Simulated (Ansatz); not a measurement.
# doublet BH2Cl+: levels of theory compared

Aim: a comparison of 6 runs (UHF/STO-3G, UHF/def2-TZVP, U-r2SCAN0/def2-TZVP, UBLYP/def2-TZVP, UCAM-B3LYP/def2-TZVP, UCCSD(T)/def2-TZVP) of doublet BH2Cl+. 

Program for the calculation: Ansatz 0.2.0.

44 further runs of the same task are left out: 44 set aside as unsound or not needed.

## (1) Starting point

The species is BH2Cl+ (4 atoms), meant as a doublet with charge +1. As SMILES of the parent species, `BCl`. Geometry: relaxed at PBE0-D4/def2-TZVP. That shape belongs to the parent species and isn't relaxed for this state.

Bond lengths: B1–Cl2 1.733 Å, B1–H3 1.190 Å, B1–H4 1.190 Å. Angles: Cl2–B1–H3 118.1°, Cl2–B1–H4 118.1°, H3–B1–H4 123.7°.

## (2) A single-point energy at UHF/STO-3G (run 1)

The input, run.yaml:

```yaml
crystal:
  periodic: [false, false, false]
  atoms:
    - {symbol: B, position_ang: [-0.116700, 0.021700, -0.075300]}
    - {symbol: Cl, position_ang: [1.365000, -0.395300, 0.721200]}
    - {symbol: H, position_ang: [-1.106200, -0.559500, 0.240400]}
    - {symbol: H, position_ang: [-0.086600, 0.872800, -0.906600]}
basis:
  gaussian:
    orbitals: STO-3G
total_charge: 1
magnetization:
  spin_polarized: true
  initial_magnetization: 1
hamiltonian:
  xc: hf
accuracy: high
output: {orbitals: {seedname: orbitals}}
```

Started as:

```bash
$ ansatz run run.yaml --threads 1 --pin off --max-ram 3480MiB --events-out events.jsonl --progress --plain --runs-dir runs
```

Output:

```text
Warning: RAYON_NUM_THREADS=1 ignored (pool sized by the plan → 1); use --threads N
Functional definition: HF
  name "HF"
  exchange = exact_x
  correlation = 0
261 factors; integrals over basis functions are off by at most 1.2e-8 eV
mean field evaluation 1: about -13050.6351 eV, gradient 1.6e1 eV
mean field evaluation 2: about -13050.6522 eV, gradient 1.6e1 eV
mean field evaluation 4: about -13054.2050 eV, gradient 2.9e0 eV
mean field evaluation 8: about -13054.9170 eV, gradient 2.0e-1 eV
mean field evaluation 16: about -13053.5683 eV, gradient 3.9e0 eV
mean field evaluation 32: about -13053.8990 eV, gradient 6.5e-3 eV
mean field evaluation 64: about -13053.8992 eV, gradient 2.6e-2 eV
mean field -13054.91519627 eV, -479.7592845237 hartree, gradient 4.7e-8 eV, S^2 0.753712; 0 other end points of the search recorded, 0 dependent functions left out
reference -13054.91519627 eV, -479.7592845237 hartree; 12, 11 occupied and 4, 5 virtual orbitals, 261 factors
Total energy: -13054.91519627 eV, -479.7592845237 hartree
```

Run time: 0.1 s. Hardware: 1 thread of Arm Neoverse V2, shared host.

## (3) A single-point energy at UHF/def2-TZVP (run 2)

The input, input.yaml:

```yaml
basis:
  gaussian:
    orbitals: def2-TZVP
crystal:
  periodic: [false, false, false]
  atoms:
    - {symbol: B, position_ang: [-0.116700, 0.021700, -0.075300]}
    - {symbol: Cl, position_ang: [1.365000, -0.395300, 0.721200]}
    - {symbol: H, position_ang: [-1.106200, -0.559500, 0.240400]}
    - {symbol: H, position_ang: [-0.086600, 0.872800, -0.906600]}
total_charge: 1
magnetization:
  spin_polarized: true
  initial_magnetization: 1
hamiltonian:
  xc: hf
accuracy: high
output: {orbitals: {seedname: orbitals}}
```

Started as:

```bash
$ ansatz run input.yaml --threads 1 --pin off --max-ram 3480MiB --events-out events.jsonl --progress --plain --runs-dir runs
```

Output:

```text
Warning: RAYON_NUM_THREADS=1 ignored (pool sized by the plan → 1); use --threads N
Functional definition: HF
  name "HF"
  exchange = exact_x
  correlation = 0
1294 factors; integrals over basis functions are off by at most 4.0e-9 eV
mean field evaluation 1: about -13195.1299 eV, gradient 1.5e1 eV
mean field evaluation 2: about -13195.1341 eV, gradient 1.5e1 eV
mean field evaluation 4: about -13196.9230 eV, gradient 2.7e0 eV
mean field evaluation 8: about -13197.4333 eV, gradient 3.0e-1 eV
mean field evaluation 16: about -13197.4366 eV, gradient 1.2e-7 eV
mean field evaluation 32: about -13196.5159 eV, gradient 6.1e-1 eV
mean field evaluation 64: about -13196.4928 eV, gradient 9.3e0 eV
mean field -13197.43657336 eV, -484.9968485270 hartree, gradient 1.8e-8 eV, S^2 0.765233; 2 other end points of the search recorded, 0 dependent functions left out
reference -13197.43657336 eV, -484.9968485270 hartree; 12, 11 occupied and 68, 69 virtual orbitals, 1294 factors
Total energy: -13197.43657336 eV, -484.9968485270 hartree
```

It took 1.9 s on 1 thread of Arm Neoverse V2, shared host; peak memory 0.16 GiB.

Run 3 isn't shown in full; the table further down has it.

## (4) A single-point energy at UBLYP/def2-TZVP (run 4)

The input, in.yaml:

```yaml
crystal:
  periodic: [false, false, false]
  atoms:
    - {symbol: B, position_ang: [-0.116700, 0.021700, -0.075300]}
    - {symbol: Cl, position_ang: [1.365000, -0.395300, 0.721200]}
    - {symbol: H, position_ang: [-1.106200, -0.559500, 0.240400]}
    - {symbol: H, position_ang: [-0.086600, 0.872800, -0.906600]}
basis:
  gaussian: {orbitals: def2-TZVP}
magnetization: {spin_polarized: true, initial_magnetization: 1}
total_charge: 1
hamiltonian: {xc: {name: BLYP}}
accuracy: high
output: {orbitals: {seedname: orbitals}}
```

Started as:

```bash
$ ansatz run in.yaml --threads 1 --pin off --max-ram 3480MiB --events-out events.jsonl --progress --plain --runs-dir runs
```

Output:

```text
Warning: RAYON_NUM_THREADS=1 ignored (pool sized by the plan → 1); use --threads N
Functional definition: BLYP
  name "BLYP"
  parameter beta = 0.0042
  parameter a = 0.04918
  parameter b = 0.132
  parameter c = 0.2533
  parameter d = 0.349
  exchange = b88_x(beta = beta)
  correlation = lyp_c(a = a, b = b, c = c, d = d)
1294 factors; integrals over basis functions are off by at most 4.0e-9 eV
mean field evaluation 1: about -13217.8185 eV, gradient 2.3e1 eV
mean field evaluation 2: about -13212.6304 eV, gradient 3.4e1 eV
mean field evaluation 4: about -13221.0426 eV, gradient 2.3e0 eV
mean field evaluation 8: about -13221.0701 eV, gradient 1.1e-1 eV
mean field evaluation 16: about -13221.0701 eV, gradient 4.7e-5 eV
mean field -13221.07011056 eV, -485.8653650000 hartree, gradient 2.3e-8 eV, S^2 0.752948; 0 other end points of the search recorded, 0 dependent functions left out
reference -13221.07015473 eV, -485.8653666232 hartree; 12, 11 occupied and 68, 69 virtual orbitals, 1294 factors
Total energy: -13221.07015473 eV, -485.8653666232 hartree
```

Run time: 3.9 s. Hardware: 1 thread of Arm Neoverse V2, shared host; peak memory 0.18 GiB.

Run 5 isn't shown in full; the table further down has it.

## (5) The energy at UCCSD(T)/def2-TZVP (run 6)

run.yaml, as its differences from that of step 2:

```diff
@@ -9,4 +9,7 @@
   gaussian:
-    orbitals: STO-3G
-total_charge: 1
+    orbitals: def2-TZVP
+accuracy: high
+correlation:
+  method: ccsd_t
+  frozen_orbitals: {B: 1, Cl: 5, H: 0}
 magnetization:
@@ -14,5 +17,4 @@
   initial_magnetization: 1
-hamiltonian:
-  xc: hf
-accuracy: high
-output: {orbitals: {seedname: orbitals}}
+total_charge: 1
+scf:
+  omitted_lower_state_checks: [cluster_reference, increment]
```

Started as:

```bash
$ ansatz run run.yaml --threads 1 --pin off --max-ram 3480MiB --events-out events.jsonl --progress --plain --runs-dir runs
```

Output:

```text
Warning: RAYON_NUM_THREADS=1 ignored (pool sized by the plan → 1); use --threads N
Functional definition: HF
  name "HF"
  exchange = exact_x
  correlation = 0
these checks for a lower state are left out or cut short: cluster_reference, increment
1294 factors; integrals over basis functions are off by at most 4.0e-9 eV
mean field evaluation 1: about -13195.1299 eV, gradient 1.5e1 eV
mean field evaluation 2: about -13195.1341 eV, gradient 1.5e1 eV
mean field evaluation 4: about -13196.9230 eV, gradient 2.7e0 eV
mean field evaluation 8: about -13197.4333 eV, gradient 3.0e-1 eV
mean field evaluation 16: about -13197.4366 eV, gradient 1.2e-7 eV
mean field evaluation 32: about -13196.6515 eV, gradient 2.3e0 eV
mean field -13197.43657336 eV, -484.9968485270 hartree, gradient 1.8e-8 eV, S^2 0.765233; 4 other end points of the search recorded, 0 dependent functions left out
6 core orbitals not correlated: weight in the atoms' cores, before any rotation towards them, 1.000 or more for the frozen orbitals, at most 0.000 for the correlated occupied ones
reference -13197.43657336 eV, -484.9968485270 hartree; 6, 5 occupied and 68, 69 virtual orbitals, 1294 factors
second order -6.75148605 eV of doubles, -0.00000000 eV of singles
cycle   1  -7.49633587 eV  change   -7.4e-1 eV  update   7.8e-2
cycle   2  -7.80130935 eV  change   -3.0e-1 eV  update   3.3e-2
cycle   3  -7.85754596 eV  change   -5.6e-2 eV  update   2.6e-2
cycle   4  -7.87870451 eV  change   -2.1e-2 eV  update   1.8e-2
cycle   5  -7.88828405 eV  change   -9.6e-3 eV  update   6.8e-3
cycle   6  -7.88978753 eV  change   -1.5e-3 eV  update   1.4e-3
cycle   7  -7.89014474 eV  change   -3.6e-4 eV  update   4.9e-4
cycle   8  -7.89015894 eV  change   -1.4e-5 eV  update   1.6e-4
cycle   9  -7.89009366 eV  change    6.5e-5 eV  update   5.6e-5
cycle  10  -7.89010624 eV  change   -1.3e-5 eV  update   1.8e-5
cycle  11  -7.89011403 eV  change   -7.8e-6 eV  update   6.4e-6
cycle  12  -7.89010922 eV  change    4.8e-6 eV  update   1.8e-6
cycle  13  -7.89010904 eV  change    1.8e-7 eV  update   6.3e-7
cycle  14  -7.89010859 eV  change    4.6e-7 eV  update   2.1e-7
cycle  15  -7.89010869 eV  change   -1.0e-7 eV  update   1.1e-7
cycle  16  -7.89010876 eV  change   -7.2e-8 eV  update   6.8e-8
cycle  17  -7.89010877 eV  change   -8.2e-9 eV  update   4.6e-8
cycle  18  -7.89010878 eV  change   -7.2e-9 eV  update   3.5e-8
cycle  19  -7.89010889 eV  change   -1.1e-7 eV  update   8.8e-8
cycle  20  -7.89010894 eV  change   -5.4e-8 eV  update   3.6e-8
cycle  21  -7.89010897 eV  change   -2.5e-8 eV  update   1.6e-8
cycle  22  -7.89010897 eV  change  -4.8e-11 eV  update   9.7e-9
cycle  23  -7.89010896 eV  change    5.6e-9 eV  update   5.0e-9
cycle  24  -7.89010896 eV  change    1.5e-9 eV  update   2.4e-9
cycle  25  -7.89010896 eV  change  -6.7e-10 eV  update   1.4e-9
cycle  26  -7.89010896 eV  change  -3.3e-10 eV  update   1.0e-9
perturbative correction -0.32086605 eV, -0.0117916098 hartree
Total energy: -13205.64754836 eV, -485.2985962930 hartree
Checks for a lower state left out: cluster_reference, increment
```

Run time: 13 s. Hardware: 1 thread of Arm Neoverse V2, shared host; peak memory 0.62 GiB.

## (6) The series

| run | level | frozen core orbitals | energy (Eh) | HOMO energy (eV) | LUMO energy (eV) | ⟨S²⟩ | wall time |
| --- | --- | --- | --- | --- | --- | --- | --- |
| 1 | UHF/STO-3G | – | -479.759285 | -21.11 | -9.46 | 0.754 | 0.1 s |
| 2 | UHF/def2-TZVP | – | -484.996849 | -20.95 | -9.41 | 0.765 | 1.9 s |
| 3 | U-r2SCAN0/def2-TZVP | – | -485.814345 | -17.91 | -13.82 | 0.760 | 11 s |
| 4 | UBLYP/def2-TZVP | – | -485.865367 | -15.92 | -14.75 | 0.753 | 3.9 s |
| 5 | UCAM-B3LYP/def2-TZVP | – | -485.861447 | -19.01 | -12.86 | 0.757 | 6.9 s |
| 6 | UCCSD(T)/def2-TZVP | 6 | -485.298596 | – | – | 0.765 | 13 s |

## (7) What came out

| quantity | value |
| --- | --- |
| run 6: total energy | -485.29860 Eh |
| run 6: correlation energy (6 core orbitals frozen) | -301.7 mEh |
| run 6: (T) correction | -11.79 mEh |
| run 6: ⟨S²⟩ of the reference determinant | 0.765 |
| run 6: T1 diagnostic | 0.044 |

In words: Totals of different functionals can't be ranked against each other. In run 1 the basis is minimal, so the values are rough. All runs together took 37 s, the longest 13 s.
